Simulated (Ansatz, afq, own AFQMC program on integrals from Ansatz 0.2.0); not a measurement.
Integrals from Ansatz 0.2.0, then the random walk in our own AFQMC program (afq).

```yaml
crystal:
  periodic: [false, false, false]
  atoms:
    - {symbol: O, position_ang: [0.000000, 0.000000, 0.000000]}
basis:
  gaussian: {orbitals: cc-pVTZ}
magnetization: {spin_polarized: true, initial_magnetization: 2}
correlation: {method: ccsd_t, electrons: outside_noble_gas, hamiltonian_folder: ham}
```

```sh
$ ansatz run in.yaml --threads 1 --pin off --events-out ev --progress --plain --max-ram 15360MiB --backend cuda --devices 0, --max-vram 18GiB
```

Options of the walk:

```
--method phaseless --trial cisd --walkers 4000 --populations 20 --least-time 60 --time-step 0.005 --steps-per-block 50 --equilibration-blocks 28 --max-blocks 4000 --target-error 9e-05 --factor-cut 1e-05 --start spin_pure --seed 9942 --release-times 0.24,0.5,1,1.5 --release-step 0.02 --release-every 3 --taylor-order 6
```

Times are imaginary, in 1/Eh. The walk had a cap of 122 s. With eight or more populations the least sampling time is a fifth of least-time, and the error comes from their spread.

Output of the walk:

```
orbitals 29  electrons 4 2  factors 175 of 179
reference energy -74.81175658 Eh
CCSD correlation -0.15929369 Eh in 8 cycles, weight of the determinant in the CISD state 0.9641
energy of the start -74.970977 Eh
 block  time / (1/Eh)  mean weight  energy / Eh
     1     0.250  0.9998  -74.971865
     2     0.500  0.9998  -74.973146
     3     0.750  0.9996  -74.973535
     4     1.000  1.0001  -74.973872
     5     1.250  0.9996  -74.974429
    10     2.500  1.0001  -74.974364
    15     3.750  1.0003  -74.974604
    20     5.000  1.0000  -74.974119
    25     6.250  1.0002  -74.974365
    30     7.500  1.0001  -74.974428
    35     8.750  0.9996  -74.974117
    40    10.000  0.9998  -74.974369
    45    11.250  0.9998  -74.973958
    50    12.500  1.0000  -74.974080
    55    13.750  0.9998  -74.974482
    60    15.000  1.0001  -74.974200
    65    16.250  1.0001  -74.974176
    70    17.500  1.0000  -74.973988
    75    18.750  1.0005  -74.974583
    78    19.500  1.0002  -74.973643
error from the spread of 20 populations
released: time / (1/Eh)  energy / Eh  error  mean overlap
  0.24  -74.974230  0.000028  0.9980
  0.50  -74.974231  0.000024  0.9964
  1.00  -74.974239  0.000036  0.9961
  1.50  -74.974336  0.000038  0.9891
energy -74.974108 +/- 0.000039 Eh
(rows thinned)
```

The run passed its tests (sampling time, drift between the halves within three errors, error under three times the target), which doesn't prove that it has relaxed.

Against this walk (error 1.1 meV) on the same determinant: CCSD(T) 4.0 meV higher, CCSDT(Q) 5.3 meV lower, CCSDTQ 5.3 meV lower, full CI 5.3 meV lower. The error is statistical and leaves out the bias of the constraint. Released to 1.50 1/Eh the energy lies 6.2 ± 1.5 meV (both errors) below the phaseless value, which shows part or all of the bias of the constraint, and full CI lies 0.9 meV above the released value. Full CI is exact here, so the walk's 5 meV above it is the walk's own error: the bias of the constraint with this trial.

Cautions: constraint bias not in the error.

The walk took 32 s on 1 × NVIDIA H100 80GB HBM3 with 2 threads of AMD EPYC 7R13 Processor (Zen 3), with other jobs on the host (the card was shared). The log's last line is the phaseless energy.

CCSDT and higher add their correlation energy to the determinant of the CCSD(T) run, since their own runs factorise the integrals more tightly (a shift of under 2 meV). A walk keeps the symmetry of its determinant, which the program's search chose and which needn't be the lowest solution, so a lower state of the same spin and another symmetry isn't excluded.
